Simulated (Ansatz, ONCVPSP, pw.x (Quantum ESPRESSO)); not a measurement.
## Si (Z = 14): does the ONCV potential hold in the solid?

```
Element                 : Si
Generator               : ONCVPSP 4.0.1
Type                    : optimised norm-conserving Vanderbilt (ONCV)
Functional              : LDA (Perdew-Wang 92)
Relativity              : scalar-relativistic
Frozen core             : [Ne]
Valence charge          : 4
Reference configuration : 3s2 3p2
Partial waves           : 3s: rc 1.80 bohr, ncon 4, nbas 8, qcut 4.3 1/bohr, 2 projectors, debl 2.9 Ha; 3p: rc 1.80 bohr, ncon 4, nbas 7, qcut 4.1 1/bohr, local; d scattering state at 0.29 Ha: rc 2.00 bohr, ncon 4, nbas 9, qcut 4.6 1/bohr, 1 projector
Local potential         : the p channel
Core correction         : Teter function, fcfact 3, rcfact 1.4
```

Atomic tests: cutoffs needed: 7.7 Ha and 14 Ha (the cutoffs (Ha) at which the residual kinetic energy of the hardest occupied pseudo-wave falls to 1 and 0.1 mHa per electron); ghost test: no bound ghost flagged; no localised positive-energy state flagged; largest excitation error: +61 meV (all-electron minus pseudo) for 3s1 3p0, out of 4 test configurations.

Crystal test: diamond Si in pw.x 7.5, no spin, 9³ k-points, Fermi–Dirac smearing 0.01 Ry, cutoffs 50/200 Ry. The reference is all-electron LAPW (Ansatz 0.2.0) with the same functional, mesh and smearing; V0 and B0 come from Birch–Murnaghan fits to the pressures at five volumes. Errors are pseudo minus all-electron; Δ is the rms difference of the E(V) curves that follow from these fits, minima aligned, over ±6 % about the mean V0. Mesh and smearing are coarse, so the numbers serve the comparison and aren't converged zero-temperature values; the lattice is a test structure that the element need not adopt.

All-electron: a0 = 5.400 Å (V0 = 19.69 Å³/atom), B0 = 96.2 GPa.

Problem. How far does the potential miss the all-electron equation of state?

Solution. mean pressure error (GPa): -0.19; a0 (Å): 5.397; a0 error (%): -0.06; B0 error (%): -0.4; Δ (meV/atom): 0.8.

```tsv
V (Å³/atom)	P all-electron (GPa)	P pseudo (GPa)
18.709	5.46	5.21
19.202	2.53	2.32
19.694	-0.03	-0.22
20.186	-2.29	-2.45
20.679	-4.26	-4.40
```

Problem. At the middle volume, how do free energy and pressure move when the wave cutoff is lowered (ecutrho kept at four times it)?

Solution.

```tsv
cutoff (Ry)	shift of F (meV/atom)	shift of P (GPa)
22	+5.6	-0.03
30	+2.8	-0.04
40	+0.6	+0.01
```

The run at the middle volume (35 k-points, 7 iterations) took about 8.7 s on one core of a shared host (AMD EPYC 7R43 64-Core Processor, 256 threads, 1004 GiB, load 147).
